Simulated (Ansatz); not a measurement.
Input file for Ansatz (a first-principles code): R-CCSD(T)/aug-cc-pVDZ on C2H4 (SMILES C=C) with ghost functions.

Ansatz 0.2 input:
```yaml
crystal:
  periodic: [false, false, false]
  atoms:
    - {symbol: C, position_ang: [0.00000000, -0.66757800, -2.12465900]}
    - {symbol: C, position_ang: [0.00000000, 0.66757800, -2.12465900]}
    - {symbol: H, position_ang: [0.92362100, -1.23225300, -2.12618500]}
    - {symbol: H, position_ang: [-0.92362100, -1.23225300, -2.12618500]}
    - {symbol: H, position_ang: [-0.92362100, 1.23225300, -2.12618500]}
    - {symbol: H, position_ang: [0.92362100, 1.23225300, -2.12618500]}
basis:
  gaussian:
    orbitals: aug-cc-pVDZ
    ghost_atoms:
      - {symbol: C, position_ang: [0.00000000, 0.00000000, 2.90050300]}
      - {symbol: C, position_ang: [0.00000000, 0.00000000, 1.69324000]}
      - {symbol: H, position_ang: [0.00000000, 0.00000000, 0.62735200]}
      - {symbol: H, position_ang: [0.00000000, 0.00000000, 3.96392900]}
magnetization: {spin_polarized: false}
correlation: {method: ccsd_t, electrons: outside_noble_gas}
scf: {lower_state_search: off}
```

The log:

```
WARN ansatz: RAYON_NUM_THREADS=2 ignored (pool sized by the plan → 2); use --threads N
Functional definition: HF
these checks for a lower state are left out or cut short: stability, starts, cluster_reference, orbital_swaps, neighbouring_geometries, increment
integrals: 0.34 GiB planned
1233 factors; integrals over basis functions are off by at most 5.9e-4 eV
mean field: 0.31 GiB planned
mean field evaluation 1: about -2121.9104 eV, gradient 2.5e1 eV
mean field evaluation 2: about -2121.9105 eV, gradient 2.5e1 eV
mean field evaluation 4: about -2123.6682 eV, gradient 1.9e0 eV
mean field evaluation 8: about -2123.6820 eV, gradient 9.3e-5 eV
mean field -2123.68200566 eV, -78.0438742246 hartree, gradient 1.1e-6 eV, S^2 0.000000; 0 other end points of the search recorded, 0 dependent functions left out
2 core orbitals not correlated
reference -2123.68200566 eV, -78.0438742246 hartree; 6, 6 occupied and 138, 138 virtual orbitals, 1233 factors
second order -7.77491089 eV of doubles, -0.00000000 eV of singles
coupled cluster: 0.77 GiB planned
cycle   1  -8.27454046 eV  change   -5.0e-1 eV  update   6.1e-2
cycle   2  -8.52853548 eV  change   -2.5e-1 eV  update   2.2e-2
cycle   3  -8.56532827 eV  change   -3.7e-2 eV  update   8.2e-3
cycle   4  -8.56615944 eV  change   -8.3e-4 eV  update   2.6e-3
cycle   5  -8.56626771 eV  change   -1.1e-4 eV  update   5.7e-4
cycle   6  -8.56626676 eV  change    9.5e-7 eV  update   1.6e-4
cycle   7  -8.56628051 eV  change   -1.4e-5 eV  update   3.6e-5
cycle   8  -8.56628949 eV  change   -9.0e-6 eV  update   1.1e-5
perturbative correction -0.30736328 eV, -0.0112953920 hartree
Total energy: -2132.55565842 eV, -78.3699749490 hartree
Checks for a lower state left out: stability, starts, cluster_reference, orbital_swaps, neighbouring_geometries, increment
```

The run converged.

Cost: about 8 core-seconds (a rough figure).
